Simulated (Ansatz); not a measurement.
Ansatz (a quantum-chemistry and plane-wave program) input:

Ansatz 0.2 input:
```yaml
crystal:
  periodic: [false, false, false]
  atoms:
    - {symbol: C, position_ang: [0.01672005, 1.72550380, 0.01382903]}
    - {symbol: C, position_ang: [1.17914423, 0.91401427, 0.01141002]}
    - {symbol: C, position_ang: [1.19801633, -0.47153479, -0.00208831]}
    - {symbol: C, position_ang: [0.00421193, -1.17624835, -0.01440728]}
    - {symbol: C, position_ang: [-1.18353660, -0.46112319, -0.01306104]}
    - {symbol: C, position_ang: [-1.15279959, 0.92416214, 0.00040532]}
    - {symbol: H, position_ang: [2.15545042, 1.41973967, 0.02111310]}
    - {symbol: H, position_ang: [2.14411884, -1.02366707, -0.00284981]}
    - {symbol: H, position_ang: [-0.00056146, -2.26804238, -0.02498437]}
    - {symbol: H, position_ang: [-2.13431225, -1.00515702, -0.02273139]}
    - {symbol: H, position_ang: [-2.12460935, 1.43849986, 0.00145324]}
basis:
  gaussian:
    orbitals: def2-TZVP
hamiltonian:
  xc: b3lyp
  dispersion: d3bj
total_charge: -1
relax: {f_tol: 0.002, max_steps: 150}
```

Task: Predict the final energy.

Result: -231.69777 Eh (B3LYP-D3(BJ)/def2-TZVP). The basis has 216 functions. The run takes about 70 core-seconds (a rough figure).

It need not be the lowest isomer of its formula. Whether it binds its extra electron was not tested at this geometry.
